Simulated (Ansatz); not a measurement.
Scan of the S2–O3 bond length

CH₃OS (SMILES CS[O-]) (charge -1), singlet, at its PBE0-D4/def2-TZVPD minimum:

C1  (-0.295, 0.355, -0.283)
S2  (0.023, -1.291, 0.402)
O3  (1.378, -1.144, 1.169)
H4  (-0.375, 1.105, 0.515)
H5  (0.510, 0.660, -0.965)
H6  (-1.241, 0.314, -0.837)
(Å)

The bond length S2–O3 (1.564 Å at the minimum) is set to the values below, the two halves moving rigidly along the bond. Each method's energies count from its own value at the PBE0-D4 minimum structure. Ansatz 0.2.0; basis: def2-TZVPPD; cores frozen in the correlated methods. B3LYP uses VWN-RPA correlation.

```json
{"bond length (Å)": "1.345", "CCSD(T) (kcal/mol)": "33.74", "HF (kcal/mol)": "25.87", "PBE0-D4 (kcal/mol)": "30.11"}
{"bond length (Å)": "1.391", "CCSD(T) (kcal/mol)": "19.66", "HF (kcal/mol)": "13.53", "PBE0-D4 (kcal/mol)": "16.87"}
{"bond length (Å)": "1.458", "CCSD(T) (kcal/mol)": "7.08", "HF (kcal/mol)": "3.43", "PBE0-D4 (kcal/mol)": "5.44"}
{"bond length (Å)": "1.537", "CCSD(T) (kcal/mol)": "0.69", "HF (kcal/mol)": "-0.20", "PBE0-D4 (kcal/mol)": "0.29"}
{"bond length (Å)": "1.624", "CCSD(T) (kcal/mol)": "0.37", "HF (kcal/mol)": "2.26", "PBE0-D4 (kcal/mol)": "1.24"}
{"bond length (Å)": "1.718", "CCSD(T) (kcal/mol)": "4.60", "HF (kcal/mol)": "9.12", "PBE0-D4 (kcal/mol)": "6.80"}
{"bond length (Å)": "1.818", "CCSD(T) (kcal/mol)": "11.78", "HF (kcal/mol)": "18.60", "PBE0-D4 (kcal/mol)": "15.37"}
{"bond length (Å)": "1.923", "CCSD(T) (kcal/mol)": "20.51", "HF (kcal/mol)": "29.17", "PBE0-D4 (kcal/mol)": "25.59"}
{"bond length (Å)": "2.033", "CCSD(T) (kcal/mol)": "29.84", "HF (kcal/mol)": "39.84", "PBE0-D4 (kcal/mol)": "36.52"}
```

Minimum and curvature along this coordinate at CCSD(T): A fifth-order fit through the nearest points gives 1.584 Å, with a curvature of about 30 eV/Å².

**Question.** Treat the two halves as rigid bodies and work out the harmonic wavenumber of this stretch from that curvature (ν̃ = 521.5 √(k/μ) cm⁻¹ with k in eV/Å² and μ in u).

**Answer.** The halves weigh 47.10 and 16.00 u, so μ = 47.10 × 16.00/63.10 = 11.943 u and ν̃ = 521.5 √(30/11.943) ≈ 830 cm⁻¹. A true normal mode mixes in other motions, so this is a guide only.

Largest difference from the CCSD(T) curve over the scan: PBE-D4 0.50; r2SCAN-D4 3.86; B3LYP-D4 2.06; wB97M-V 5.70 kcal/mol. Each curve counts from its own value at the minimum.

The T1 diagnostic stays at or below 0.030. The restricted Hartree–Fock reference is unstable towards an unrestricted one here.

For scale, one of the runs: CCSD(T)/def2-TZVPPD, 179 basis functions (an equivalent command: `ansatz run in.yaml --threads 2`). The run took 17 s on 2 CPU threads (shared host), with 1.8 GiB of host memory at its peak.
